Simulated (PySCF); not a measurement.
An unknown is described by computed data only.

Formula: F2H2Si.

- XPS: Si2p3/2 109.6, F1s 693.2 (×2), Si1s 1849.8 eV [ΔSCF SCAN, pcX-2 on the ionised atom, pcseg-1 elsewhere, spin-free X2C, 2p3/2 from a spin–orbit splitting computed afterwards within the 2p shell]
- 1H NMR: chemical shifts (computed TMS as zero) by class: 5.09 (2 H) ppm [GIAO KT3/pcSseg-2]
- UV, first state: lowest singlet excitation: 8.65 eV (143 nm, f = 0.000) [TDDFT wB97X-D/def2-SVPD]
- Polarisability: 26.1 au [wB97X-D/def2-SVPD]
- Rotational structure: rotational constants A, B, C: 23.825, 7.481, 6.125 GHz [PBE0-D3(BJ)/def2-SVP]
- NMR, other nuclei: isotropic shieldings of nuclei other than C and H, by class: 321 (2 F), 383 (1 Si) ppm [GIAO KT3/pcSseg-2]
- Dipole: 1.81 D [wB97X-D/def2-SVPD]
- UV, strongest line: among the 6 lowest singlet transitions: S3 at 9.99 eV (124 nm, f = 0.166) [TDDFT wB97X-D/def2-SVPD]

The electronic properties come from PySCF, for the isolated species, density fitting. Levels stand in brackets. NMR shifts are as computed; neighbouring signals can stand in another order in a measured spectrum. Isolated species at its PBE0-D3(BJ)/def2-SVP geometry, gas phase. NMR classes are plain means over equivalent atoms (diastereotopic ones count apart unless rotation or inversion swaps them), as if these changed places fast.

Question: What is the compound? Reason from the data.

Answer: Numbering: `[F:1][SiH2:2][F:3]`. Its formula, F2H2Si, gives 0 degrees of unsaturation, so no ring and no π bond. All hydrogens form one class (5.09 ppm): Si–H hydrogen. The other shieldings belong to: 321 ppm, silicon-bound fluorine [F1/F3]; 383 ppm, fluorine-bound silicon [Si2]. The core levels belong to: Si2p3/2 109.6 eV, fluorine-bound silicon [Si2]; F1s 693.2 eV, silicon-bound fluorine [F1/F3]; Si1s 1849.8 eV, fluorine-bound silicon [Si2]. The optimised geometry has point group C2v and is an asymmetric top. Structure: `F[SiH2]F` (difluorosilane). The assignments are read from this structure; whether some other isomer fits the data as well wasn't checked.
